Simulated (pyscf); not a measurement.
Optimised with ωB97X-D3(BJ)/def2-SVP in PySCF.

Task: For the elementary gas-phase step H₃C–In [singlet] + H₂ → H₃C–InH₂ (singlet surface; H–H broken, H–In, H–In formed), what barrier and reaction energy does ωB97M-D3(BJ)/def2-TZVP give, measured from the separated reactants?

Result: ΔE‡ = 54.7 kcal/mol, ΔE = -2.5 kcal/mol. Zero-point energy shifts the barrier by +0.7 kcal/mol. It is an insertion, with an imaginary mode of 1445i cm⁻¹. The same reactants have a lower exit, to InH [singlet] + CH₄ (barrier +25.6 kcal/mol at ωB97M-D3(BJ)/def2-TZVP, against +54.7 kcal/mol here). This is the saddle that the search found; another between the same sides may lie lower. Elements past Kr carry the def2 core potentials, without spin-orbit coupling.
